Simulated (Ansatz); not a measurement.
```yaml
crystal:
  periodic: [false, false, false]
  atoms:
    - {symbol: Si, position_ang: [0.234994, 0.008778, -0.112119]}
    - {symbol: Si, position_ang: [-1.814274, -0.064264, 0.866339]}
    - {symbol: H, position_ang: [1.579280, 0.055486, -0.754220]}
basis:
  gaussian: {orbitals: def2-TZVP, initial_orbitals: start.molden}
total_charge: 1
hamiltonian: {xc: pbe}
correlation: {method: rpa}
scf: {omitted_lower_state_checks: [starts]}
```

The file start.molden holds the orbitals of an earlier run on this structure, at another level or in another basis.

```sh
$ ansatz run in.yaml --threads 4 --pin off --events-out ev --progress --plain --max-ram 3916MiB
```

Output, abridged:

```
Functional definition: PBE
  name "PBE"
  cite "Perdew, Burke & Ernzerhof, Phys. Rev. Lett. 77, 3865 (1996) doi:10.1103/PhysRevLett.77.3865"
  parent pbe
  parameter kappa = 0.804
  parameter beta = 0.06672455060314922
  exchange = pbe_x(kappa = kappa, mu = beta*pi^2/3)
  correlation = pbe_c(beta = beta)
these checks for a lower state are left out or cut short: starts
486 factors; integrals over basis functions are off by at most 1.3e-3 eV
mean field evaluation 1: about -15751.5141 eV, gradient 8.3e0 eV
mean field evaluation 2: about -15751.5629 eV, gradient 7.5e-2 eV
mean field evaluation 4: about -15751.5423 eV, gradient 5.4e-4 eV
mean field evaluation 8: about -15751.5423 eV, gradient 1.3e-6 eV
mean field evaluation 16: about -15751.5423 eV, gradient 8.8e-5 eV
mean field -15751.54227529 eV, -578.8585018379 hartree, gradient 2.5e-10 eV, S^2 0.000000; 0 other end points of the search recorded, 0 dependent functions left out; unrestricted orbitals would lower it
mean field evaluation 32: about -15730.2032 eV, gradient 1.6e-3 eV
10 core orbitals not correlated: weight in the atoms' cores, before any rotation towards them, 1.000 or more for the frozen orbitals, at most 0.000 for the correlated occupied ones
reference -15728.53967827 eV, -578.0131719895 hartree; 4, 4 occupied and 66, 66 virtual orbitals, 486 factors
Error: the energy between an occupied orbital and the lowest state that it is excited into in its spin channel is -0.3980 eV and must be positive: a state without a gap has no random-phase energy
```

(1) Can the result of this run be used?

Answers

(1) No. The run stopped with an error. The reference has no gap: an occupied orbital lies above an empty one, and the correlation energy can't be formed.
